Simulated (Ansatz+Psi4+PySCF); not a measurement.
Values are calculated unless marked as measured or tabulated.
This Psi4 input gave a total energy of -324.24390 hartree.

```
molecule {
0 1
Na 0.000000 0.000000 1.576260
Na 0.000000 0.000000 -3.152520
}

set basis cc-pCVTZ
set reference rhf
set scf_type pk
set mp2_type conv
set cc_type conv
set num_frozen_docc 2
energy('mp2')
```

Task: Write an input for Ansatz with the same method and basis set.

Result:

```yaml
crystal:
  periodic: [false, false, false]
  atoms:
    - { symbol: Na, position_ang: [0.0, 0.0, 1.57626] }
    - { symbol: Na, position_ang: [0.0, 0.0, -3.15252] }
basis:
  gaussian: { orbitals: cc-pCVTZ }
hamiltonian:
  xc: hf
correlation:
  method: mp2
  frozen_orbitals: { Na: 1 }
scf:
  omitted_lower_state_checks: [stability, starts, atomic_configurations, cluster_reference, orbital_swaps, given_window_search, neighbouring_geometries, increment]
```

Ansatz (development build ahead of 0.2.0) gave -324.24390 hartree, 0.09 meV from the first. Caution: large amplitudes, a single reference is doubtful; an unrestricted determinant lies well below.
